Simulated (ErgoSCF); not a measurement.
# doublet CH4O−: a chain of runs

Aim: a series of 13 runs (UKT2/STO-3G, KT2/3-21G, UKT2/3-21G, KT2/6-31G, UKT2/6-31G, KT2/6-31G*, UKT2/6-31G*, KT2/6-31G**, and more) of CH4O. 

Program for the calculation: ErgoSCF 3.8.

### 1 The molecule

CH4O−: 6 atoms, total charge -1, spin state doublet. As SMILES of the parent species, `CO`. The coordinates come from a PBE0-D4/def2-TZVP relaxation. That shape belongs to the parent species and isn't relaxed for this state.

Bond lengths: C1–O2 1.409 Å, C1–H3 1.090 Å, C1–H4 1.097 Å, C1–H5 1.097 Å, O2–H6 0.959 Å. Angles: C1–O2–H6 108.5°, O2–C1–H3 107.0°, O2–C1–H4 112.4°, O2–C1–H5 112.4°, H3–C1–H4 108.1°, H3–C1–H5 108.1°, H4–C1–H5 108.6°.

### 2 A single-point energy at UKT2/STO-3G (run 1)

Input file input.ego:

```
set_nthreads(1)
charge = -1
scf.convergence_threshold = 1e-06
tmpdir = "."
scf.use_diagonalization = 1
scf.max_number_of_iterations = 70
spin_polarization = 1
basis = "STO-3G"
scf.output_mulliken_pop = 1
molecule_inline
C  -0.16705179 -0.39192920 -0.52099749
O  -0.31180481 0.59809832 1.94660688
H  -1.63404618 -1.83001078 -0.68200216
H  1.66069132 -1.29181678 -0.90555676
H  -0.51532831 1.04766416 -1.97174024
H  0.96772875 1.86799427 2.13368977
EOF
run "KT2"
```

The basis set STO-3G is read from a file made from the Basis Set Exchange's data (not shown).

Command:

```sh
$ ergo input.ego
```

The program printed:

```text
[...]
INDF Weighted mixed functional:
[...]
INSC Energy   1 =        -97.78691656389
[...]
INDE E_LUMO =          0.73678654835
[...]
INSC Energy  30 =       -115.44375885547  ( diff     -0.000000000104933 )
[...]
RESC CONVERGED after  30 iterations.
RESC FINAL ENERGY:       -115.44375885547
RESC FINAL <S2> =          0.75254570977
[...]
INSC SCF: dipole_moment_x [atomic units] =       0.04934997
INSC SCF: dipole_moment_y [atomic units] =      -0.29552316
INSC SCF: dipole_moment_z [atomic units] =      -0.74935861
[...]
```

Run time: 1.5 s. Hardware: 1 thread of Arm Neoverse V2, shared host.

### 3 Singlet neutral CH4O: a single-point energy at KT2/3-21G (run 2)

Input file input.ego:

```
set_nthreads(1)
tmpdir = "."
scf.max_number_of_iterations = 70
scf.use_diagonalization = 1
scf.convergence_threshold = 1e-06
scf.output_mulliken_pop = 1
basis = "3-21G"
molecule_inline
C  -0.16705179 -0.39192920 -0.52099749
O  -0.31180481 0.59809832 1.94660688
H  -1.63404618 -1.83001078 -0.68200216
H  1.66069132 -1.29181678 -0.90555676
H  -0.51532831 1.04766416 -1.97174024
H  0.96772875 1.86799427 2.13368977
EOF
run "KT2"
```

The basis set 3-21G is read from a file made from the Basis Set Exchange's data (not shown).

Command:

```sh
$ ergo input.ego
```

The program printed:

```text
[...]
INDF Weighted mixed functional:
[...]
INSC Energy   1 =        -71.35655301192
[...]
INDE E_LUMO =          0.07588346025
[...]
INSC Energy  19 =       -116.78020774928  ( diff     -0.000000000004320 )
[...]
RESC CONVERGED after  19 iterations.
RESC FINAL ENERGY:       -116.78020774928
[...]
INSC SCF: dipole_moment_x [atomic units] =       0.45822369
INSC SCF: dipole_moment_y [atomic units] =       0.23240278
INSC SCF: dipole_moment_z [atomic units] =      -0.42037990
[...]
```

Wall time 1.1 s (1 thread of Arm Neoverse V2, shared host).

Runs 3 to 7 aren't shown in full; the table further down has their settings and results.

### 4 Singlet neutral CH4O: a single-point energy at KT2/6-31G(d,p) (spherical functions) (run 8)

input.ego, as its differences from that of step 3:

```diff
@@ -6,3 +6,3 @@
 scf.output_mulliken_pop = 1
-basis = "3-21G"
+basis = "6-31G**"
 molecule_inline
```

The basis set 6-31G** is read from a file made from the Basis Set Exchange's data (not shown).

Command:

```sh
$ ergo input.ego
```

The program printed:

```text
[...]
INDF Weighted mixed functional:
[...]
INSC Energy   1 =        -39.65892180055
[...]
INDE E_LUMO =          0.05442323656
[...]
INSC Energy  13 =       -117.44858751587  ( diff     -0.000000000007503 )
[...]
RESC CONVERGED after  13 iterations.
RESC FINAL ENERGY:       -117.44858751587
[...]
INSC SCF: dipole_moment_x [atomic units] =       0.41825681
INSC SCF: dipole_moment_y [atomic units] =       0.21149628
INSC SCF: dipole_moment_z [atomic units] =      -0.38525313
[...]
```

It took 2.4 s on 1 thread of Arm Neoverse V2, shared host.

Runs 9 to 12 aren't shown in full; the table further down has their settings and results.

### 5 The energy at UKT2/6-311G(2df,2pd) (run 13)

input.ego, as its differences from that of step 4:

```diff
@@ -1,8 +1,10 @@
 set_nthreads(1)
+charge = -1
+scf.convergence_threshold = 1e-06
 tmpdir = "."
+scf.use_diagonalization = 1
 scf.max_number_of_iterations = 70
-scf.use_diagonalization = 1
-scf.convergence_threshold = 1e-06
+spin_polarization = 1
+basis = "6-311G(2df,2pd)"
 scf.output_mulliken_pop = 1
-basis = "6-31G**"
 molecule_inline
```

The basis set 6-311G(2df,2pd) is read from a file made from the Basis Set Exchange's data (not shown).

Command:

```sh
$ ergo input.ego
```

The program printed:

```text
[...]
INDF Weighted mixed functional:
[...]
INSC Energy   1 =        -17.27703386858
[...]
INDE E_LUMO =          0.22007850120
[...]
INSC Energy  32 =       -117.40999784785  ( diff     -0.000000000017025 )
[...]
RESC CONVERGED after  32 iterations.
RESC FINAL ENERGY:       -117.40999784785
RESC FINAL <S2> =          0.75126859153
[...]
INSC SCF: dipole_moment_x [atomic units] =      -0.24557136
INSC SCF: dipole_moment_y [atomic units] =      -0.41453435
INSC SCF: dipole_moment_z [atomic units] =      -0.41166810
[...]
```

Run time: 76 s. Hardware: 1 thread of Arm Neoverse V2, shared host; peak memory 0.53 GiB.

### 6 All runs side by side

```csv
run,level,partner,energy (Eh),⟨S²⟩,wall time
1,UKT2/STO-3G,anion,-115.443759,0.753,1.5 s
2,KT2/3-21G,base,-116.780208,–,1.1 s
3,UKT2/3-21G,anion,-116.588437,0.751,2.4 s
4,KT2/6-31G,base,-117.406086,–,1.4 s
5,UKT2/6-31G,anion,-117.251240,0.751,2.9 s
6,KT2/6-31G* (spherical functions),base,-117.438514,–,1.9 s
7,UKT2/6-31G* (spherical functions),anion,-117.278344,0.751,5.1 s
8,KT2/6-31G** (spherical functions),base,-117.448588,–,2.4 s
9,UKT2/6-31G** (spherical functions),anion,-117.288097,0.751,3.6 s
10,KT2/6-311G**,base,-117.498754,–,3.3 s
11,UKT2/6-311G**,anion,-117.394709,0.751,5.4 s
12,"KT2/6-311G(2df,2pd)",base,-117.507594,–,26 s
13,"UKT2/6-311G(2df,2pd)",anion,-117.409998,0.751,76 s
```

### 7 Results

```
                                                              quantity          value
                            run 13, UKT2/6-311G(2df,2pd): total energy  -117.41000 Eh
                                    run 13, UKT2/6-311G(2df,2pd): ⟨S²⟩          0.751
          vertical electron affinity (to the doublet anion), KT2/3-21G      -5.218 eV
          vertical electron affinity (to the doublet anion), KT2/6-31G      -4.214 eV
         vertical electron affinity (to the doublet anion), KT2/6-31G*      -4.358 eV
        vertical electron affinity (to the doublet anion), KT2/6-31G**      -4.367 eV
       vertical electron affinity (to the doublet anion), KT2/6-311G**      -2.831 eV
vertical electron affinity (to the doublet anion), KT2/6-311G(2df,2pd)      -2.656 eV
```

What this shows: At KT2/3-21G: the anion lies 5.22 eV (503 kJ/mol) above the neutral: the electron isn't bound at this level, and such a value depends on the basis. Without diffuse functions anions come out too high. At KT2/6-31G: the anion lies 4.21 eV (407 kJ/mol) above the neutral: the electron isn't bound at this level, and such a value depends on the basis. At KT2/6-31G*: the anion lies 4.36 eV (101 kcal/mol) above the neutral: the electron isn't bound at this level, and such a value depends on the basis. At KT2/6-31G**: the anion lies 4.37 eV (421 kJ/mol) above the neutral: the electron isn't bound at this level, and such a value depends on the basis. At KT2/6-311G**: the anion lies 2.83 eV (273 kJ/mol) above the neutral: the electron isn't bound at this level, and such a value depends on the basis. At KT2/6-311G(2df,2pd): the anion lies 2.66 eV (61 kcal/mol) above the neutral: the electron isn't bound at this level, and such a value depends on the basis. In run 1 the basis is minimal, so the values are rough. All runs together took 2.2 min, the longest 76 s.
